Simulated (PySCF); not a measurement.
**SiS: energy against distance**

Set-up: Si 6-31G(d,p), S 6-31G(d,p); no relativity (PySCF 2.14). Energies in eV from Si + S in their ground configurations at the same level. State: ¹Σ⁺ (singlet), closed shell.

All columns are PBE0. A positive dipole means Si(−)S(+).

```json
{"R (Å)": "1.674", "E (eV)": "-4.259", "μ (D)": "-0.66", "Mulliken charge on Si (basis-dependent)": "0.12", "HOMO (eV)": "-7.72", "LUMO (eV)": "-1.59", "Mayer bond order": "2.27", "⟨S²⟩": "0.00"}
{"R (Å)": "1.751", "E (eV)": "-5.219", "μ (D)": "-1.00", "Mulliken charge on Si (basis-dependent)": "0.17", "HOMO (eV)": "-7.86", "LUMO (eV)": "-1.84", "Mayer bond order": "2.26", "⟨S²⟩": "0.00"}
{"R (Å)": "1.829", "E (eV)": "-5.747", "μ (D)": "-1.35", "Mulliken charge on Si (basis-dependent)": "0.21", "HOMO (eV)": "-7.98", "LUMO (eV)": "-2.07", "Mayer bond order": "2.25", "⟨S²⟩": "0.00"}
{"R (Å)": "1.888", "E (eV)": "-5.931", "μ (D)": "-1.60", "Mulliken charge on Si (basis-dependent)": "0.25", "HOMO (eV)": "-8.05", "LUMO (eV)": "-2.25", "Mayer bond order": "2.25", "⟨S²⟩": "0.00"}
{"R (Å)": "1.946", "E (eV)": "-5.979", "μ (D)": "-1.86", "Mulliken charge on Si (basis-dependent)": "0.27", "HOMO (eV)": "-8.10", "LUMO (eV)": "-2.42", "Mayer bond order": "2.24", "⟨S²⟩": "0.00"}
{"R (Å)": "2.004", "E (eV)": "-5.920", "μ (D)": "-2.11", "Mulliken charge on Si (basis-dependent)": "0.30", "HOMO (eV)": "-8.10", "LUMO (eV)": "-2.58", "Mayer bond order": "2.24", "⟨S²⟩": "0.00"}
{"R (Å)": "2.082", "E (eV)": "-5.720", "μ (D)": "-2.43", "Mulliken charge on Si (basis-dependent)": "0.33", "HOMO (eV)": "-7.89", "LUMO (eV)": "-2.78", "Mayer bond order": "2.24", "⟨S²⟩": "0.00"}
{"R (Å)": "2.179", "E (eV)": "-5.335", "μ (D)": "-2.81", "Mulliken charge on Si (basis-dependent)": "0.35", "HOMO (eV)": "-7.65", "LUMO (eV)": "-3.02", "Mayer bond order": "2.24", "⟨S²⟩": "0.00"}
{"R (Å)": "2.296", "E (eV)": "-4.756", "μ (D)": "-3.23", "Mulliken charge on Si (basis-dependent)": "0.38", "HOMO (eV)": "-7.40", "LUMO (eV)": "-3.28", "Mayer bond order": "2.24", "⟨S²⟩": "0.00"}
{"R (Å)": "2.452", "E (eV)": "-3.899", "μ (D)": "-3.74", "Mulliken charge on Si (basis-dependent)": "0.39", "HOMO (eV)": "-7.12", "LUMO (eV)": "-3.58", "Mayer bond order": "2.25", "⟨S²⟩": "0.00"}
```

A fit through these points gives, at Re = 1.940 Å, μ = -1.83 D and dμ/dR = -4.32 D/Å; the reduced mass is 14.92 u.

Task: How strong is the fundamental in the double-harmonic approximation, I = 42.26·(dμ/dR)²/μred km/mol?

Result: I = 42.26·(-4.32)²/14.92 = 52.9 km/mol at PBE0.
